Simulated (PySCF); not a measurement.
## C4H6: g tensor and hyperfine couplings

C4H6 (triplet state).
Bonds: C1–C2, C2–C3, C2–C4 (double). Hydrogens: H5, H6 on C1; H7, H8 on C3; H9, H10 on C4.

The species is `C([CH2])(=C)[CH2]` [triplet].

Computed, not measured: PySCF, UKS B3LYP, pcH-1 on C H, non-relativistic, mean-field spin-orbit, GIAO. Isolated species at its GFN2-xTB geometry, gas phase. The geometry wasn't refined by DFT: couplings that depend on bond lengths, twists or pyramidal angles can differ widely from those at the functional's own minimum. Stability of the SCF solution: not tested.

```json
{
  "g1, g2, g3": "2.00219, 2.00281, 2.00281",
  "g_iso": "2.00260",
  "Form of g": "axial",
  "⟨S²⟩": "2.0315 (exact 2.0000)",
  "D, E": "0.053, 0.000 cm⁻¹"
}
```

Isotropic coupling and dipolar principal values T1 to T3, in G (MHz turned into gauss with g_iso; 10 G = 1 mT):

| atom | isotope | a_iso | T1 | T2 | T3 | Mulliken spin population |
| --- | --- | --- | --- | --- | --- | --- |
| C1 | 13C | 12.4 | -11.4 | -11.4 | 22.9 | 0.86 |
| C2 | 13C | -13.7 | -5.6 | 2.8 | 2.8 | -0.34 |
| C3 | 13C | 12.4 | -11.4 | -11.4 | 22.9 | 0.86 |
| C4 | 13C | 12.4 | -11.4 | -11.4 | 22.9 | 0.86 |
| H5 | 1H | -9.3 | -5.1 | -0.6 | 5.6 | -0.04 |
| H6 | 1H | -9.3 | -5.1 | -0.6 | 5.6 | -0.04 |
| H7 | 1H | -9.3 | -5.1 | -0.6 | 5.6 | -0.04 |
| H8 | 1H | -9.3 | -5.1 | -0.6 | 5.6 | -0.04 |
| H9 | 1H | -9.3 | -5.1 | -0.6 | 5.6 | -0.04 |
| H10 | 1H | -9.3 | -5.1 | -0.6 | 5.6 | -0.04 |

The largest Mulliken spin populations are on C1 (+0.86), C3 (+0.86), C4 (+0.86) and C2 (-0.34). Three atoms exceed +0.15. The positive populations add up to 2.57 and the negative ones to -0.57, together 2S = 2. The angles at C1 add up to 360.0°, so it is planar.

Axes: g1 is normal to the molecular plane.

The 13C coupling of C2 (-38.5 MHz) shows only in satellite lines or after enrichment, since that isotope makes up about 1.07 % of natural carbon.

β density exceeds α density at some nuclei, such as C2 (-0.0685) and H5 (×6) (-0.0117), spin density in bohr⁻³. In a single determinant that takes different orbitals for the two spins, that is spin polarisation.

Time: 17 s (with the writing of density and orbital grids); peak memory 0.57 GiB. Hardware: Arm Neoverse V1, one thread, shared host with 32 logical CPUs at a one-minute load of 32.
